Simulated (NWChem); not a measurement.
# Correlation energy of methyl formate (C2H4O2)

SMILES: COC=O
```xyz
8

C     -1.3748    -0.3031     0.1031
O     -0.0616    -0.8209     0.2551
C      0.9305     0.0230    -0.0131
O      0.8004     1.1597    -0.3652
H     -1.5542     0.0098    -0.9363
H     -2.0599    -1.1132     0.3778
H     -1.5314     0.5666     0.7583
H      1.9011    -0.4932     0.1413
```
Charge 0, spin multiplicity 1.

Program: NWChem. All single points use one geometry, from PBE0/def2-SVP, a minimum by its harmonic frequencies. It is one conformer; others weren't searched.

Basis set: cc-pVDZ. Each correlation energy counts from its own Hartree-Fock reference.

The correlated methods keep 4 core orbitals frozen. No row is a measurement; the coupled-cluster row has its own basis-set and correlation limits.

Order these methods by the correlation energy they give, lowest first: RI-MP2, SCS-MP2, CCSD, CCSD(T).

CCSD(T) (-684.5 mHa), CCSD (-664.4 mHa), RI-MP2 (-637.2 mHa), SCS-MP2 (-622.9 mHa)
